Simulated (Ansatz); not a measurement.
# CH₄Si+ (doublet): wave-function methods side by side, cc-pVDZ

The task here is to estimate one member of a computed series from the others.

Method: cc-pVDZ, core rule «outside noble gas», up to 6 orbitals frozen; program: Ansatz 0.2.0, Gaussian basis.

Plan: UHF; CCSD(T) on ROHF; CCSD(T) on UHF; BCCD(T) on ROHF; CISD; CCSDT(Q) on ROHF; CCSDT(Q) on UHF; CASSCF and MRCISD+Q, 9 electrons in 9 orbitals; CASSCF and MRCISD+Q(relaxed), 9 electrons in 9 orbitals; CASSCF and NEVPT2, 9 electrons in 9 orbitals.

23 further runs of the same task are left out: 10 that didn't finish, 13 set aside as unsound or not needed.

### The geometry

The geometry is a PBE0/def2-TZVP stationary point (not a proven minimum) of the parent state, kept for this charge and spin.

6 atoms, charge 1, spin multiplicity 2.

Atoms are counted from 1 here; the program's logs count them from 0.

Bond lengths: Si1–C2 1.808 Å, Si1–H3 1.490 Å, Si1–H4 1.488 Å, Si1–H5 1.488 Å, C2–H6 1.078 Å. Angles: C2–Si1–H3 110.7°, C2–Si1–H4 110.1°, C2–Si1–H5 110.1°, H3–Si1–H4 108.7°, H3–Si1–H5 108.7°, H4–Si1–H5 108.5°, Si1–C2–H6 159.0°.

The first run:

File in.yaml:

```yaml
crystal:
  periodic: [false, false, false]
  atoms:
    - {symbol: Si, position_ang: [0.000000, 0.015493, 0.520743]}
    - {symbol: C, position_ang: [0.000000, -0.067882, -1.284914]}
    - {symbol: H, position_ang: [0.000009, 1.432439, 0.982077]}
    - {symbol: H, position_ang: [1.207154, -0.663745, 1.063509]}
    - {symbol: H, position_ang: [-1.207163, -0.663730, 1.063509]}
    - {symbol: H, position_ang: [0.000002, 0.272219, -2.308057]}
basis:
  gaussian: {orbitals: cc-pVDZ}
total_charge: 1
magnetization: {spin_polarized: true, initial_magnetization: 1}
hamiltonian: {xc: hf}
output: {orbitals: {seedname: orbitals}}
```

On the command line:

```
$ ansatz run in.yaml --threads 1 --pin off --events-out ev --progress --plain --max-ram 2393MiB
```

Among the steps run: UHF; CCSD(T) on ROHF; CCSD(T) on UHF; BCCD(T) on ROHF; CISD; CCSDT(Q) on ROHF; CCSDT(Q) on UHF; CASSCF and MRCISD+Q, 9 electrons in 9 orbitals; CASSCF and MRCISD+Q(relaxed), 9 electrons in 9 orbitals; CASSCF and NEVPT2, 9 electrons in 9 orbitals.

One of the session's tables, all rows but one given; the rest of the session is left out.

It belongs to the step «Misses and costs». 

| method | from UCCSDT(Q) (meV) |
| --- | --- |
| ROHF | +6387.8 |
| UHF | +6271.1 |
| RMP2 | +1502.8 |
| UMP2 | +1496.1 |
| CISD | +711.0 |
| RCCSD | +222.4 |
| UCCSD | +221.0 |
| RCCSD(T) | +54.8 |
| UCCSD(T) | +55.0 |
| BCCD(T) | +56.1 |
| RCCSDT | ? |
| UCCSDT | +9.9 |
| RCCSDT(Q) | +3.4 |
| UCCSDT(Q) | 0 |

Q: Estimate the row for RCCSDT from the others.

As computed: from UCCSDT(Q) (meV): +10.1. In the column «from UCCSDT(Q) (meV)» it lies between UCCSDT (+9.9) and RCCSD(T) (+54.8).

Left out of the table: CASSCF frontier, NEVPT2 frontier, MRCISD frontier, MRCISD+Q frontier (the active space lost an orbital or holds another state than full CI finds).

To keep in mind: Left out of the table: MRCISD+Q(relaxed) frontier (another determinant or state than the rows shown). Restricted and unrestricted rows rest on different reference determinants; where their highest levels disagree by more than a few hundredths of an eV, they describe different states and don't form one ladder. Warnings in the runs' records: passed over end.
